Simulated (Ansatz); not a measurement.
# SiH3+ (singlet): the correlation ladder, cc-pVDZ

How much of the correlation energy of SiH3+ (singlet) does each wave-function method recover here?

The runs use Ansatz 0.2.0, Gaussian basis; cc-pVDZ, core rule «outside noble gas», up to 5 orbitals frozen.

To be run: UHF; CCSD(T) on RHF; CCSD(T) on UHF; BCCD(T) on RHF; CISD; CCSDT(Q) on RHF; CCSDT(Q) on UHF; CCSDTQ on RHF; CASSCF and MRCISD+Q, 6 electrons in 7 orbitals; CASSCF and NEVPT4(SD), 6 electrons in 7 orbitals; CASSCF and NEVPT2, 6 electrons in 7 orbitals; Full CI.

21 further runs of the same task are left out: 2 for a known fault of the program, 8 that didn't finish, 11 set aside as unsound or not needed.

### 1 The geometry

The geometry is a PBE0/def2-TZVP stationary point (not a proven minimum) of the parent state, kept for this charge and spin.

4 atoms, charge 1, spin multiplicity 1.

Atoms are counted from 1 here; the program's logs count them from 0.

Bond lengths: Si1–H2 1.492 Å, Si1–H3 1.694 Å, Si1–H4 1.694 Å. Angles: H2–Si1–H3 105.3°, H2–Si1–H4 105.3°, H3–Si1–H4 30.1°.

### 2 UHF

Contents of in.yaml:

```yaml
crystal:
  periodic: [false, false, false]
  atoms:
    - {symbol: Si, position_ang: [0.000000, 0.067650, -0.078712]}
    - {symbol: H, position_ang: [0.000000, -1.225497, -0.823444]}
    - {symbol: H, position_ang: [0.439321, -0.329762, 1.508342]}
    - {symbol: H, position_ang: [-0.439321, -0.329762, 1.508342]}
basis:
  gaussian: {orbitals: cc-pVDZ}
total_charge: 1
magnetization: {spin_polarized: true, initial_magnetization: 0}
hamiltonian: {xc: hf}
output: {orbitals: {seedname: orbitals}}
```

On the command line:

```console
> ansatz run in.yaml --threads 1 --pin off --events-out ev --progress --plain --max-ram 2393MiB
```

Further steps of the session: CCSD(T) on RHF; CCSD(T) on UHF; BCCD(T) on RHF; CISD; CCSDT(Q) on RHF; CCSDT(Q) on UHF; CCSDTQ on RHF; CASSCF and MRCISD+Q, 6 electrons in 7 orbitals; CASSCF and NEVPT4(SD), 6 electrons in 7 orbitals; CASSCF and NEVPT2, 6 electrons in 7 orbitals; Full CI.

Q: Predict the results of all the runs planned. Wanted: FCI below the RHF energy; RMP2 from FCI; UMP2 from FCI; RCCSD from FCI; RCCSD(T) from FCI; UCCSD(T) from FCI; RCCSDT(Q) from FCI; UCCSDT(Q) from FCI; NEVPT2 valence from FCI.

As calculated:

| quantity | value |
| --- | --- |
| FCI below the RHF energy | -3.4824 eV |
| RMP2 from FCI | +954.5 meV |
| UMP2 from FCI | +983.9 meV |
| RCCSD from FCI | +81.3 meV |
| RCCSD(T) from FCI | +20.4 meV |
| UCCSD(T) from FCI | +37.3 meV |
| RCCSDT(Q) from FCI | +0.7 meV |
| UCCSDT(Q) from FCI | +1.2 meV |
| NEVPT2 valence from FCI | +498.1 meV |
| NEVPT4(SD) valence from FCI | +90.4 meV |
| MRCISD+Q valence from FCI | +17.0 meV |
| levels within 1 kcal/mol (43 meV) | RCCSD(T), UCCSD(T), BCCD(T), RCCSDT, UCCSDT, RCCSDT(Q), UCCSDT(Q), RCCSDTQ, MRCISD+Q valence |
| T1 diagnostic | 0.013 |
| effectively unpaired electrons | 0.12 |

What this shows: RCCSD(T) misses by +20.4 meV, 0.6 % of the correlation energy. One determinant dominates. Of the multireference levels listed MRCISD+Q valence comes nearest in total energy (+17.0 meV), which doesn't show that its space is the better one. These misses are within one basis, not against nature.
